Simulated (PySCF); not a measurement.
```xyz
7
charge 0 multiplicity 2, angstrom
Cl    0.0000    0.0000    0.0000
H     0.0000    0.0000    1.4651
H     0.0000    0.0000   -1.4651
H     1.4651    0.0000    0.0000
H     0.0000    1.4651    0.0000
H    -1.4651    0.0000    0.0000
H     0.0000   -1.4651    0.0000
```

All numbers come from PySCF, UPBE0, basis Cl def2-TZVP, H def2-TZVP (no relativity, density fitting).

This geometry of ClH6 is a stationary point at this level.

Question: What is the point group?

Answer: Oh.

Question: Is it a minimum?

Answer: Yes: all harmonic wavenumbers are real.

Question: Give the ideal-gas entropy at 298.15 K and 1 bar by parts.

Answer: translation 155.2, rotation 49.0, vibration 2.7, spin 5.8; total 212.6 J/(mol K).

Question: What is the atomisation energy, with and without zero-point energy?

Answer: 476 kJ/mol without, 357 kJ/mol with.

This need not be the most stable arrangement of these atoms.
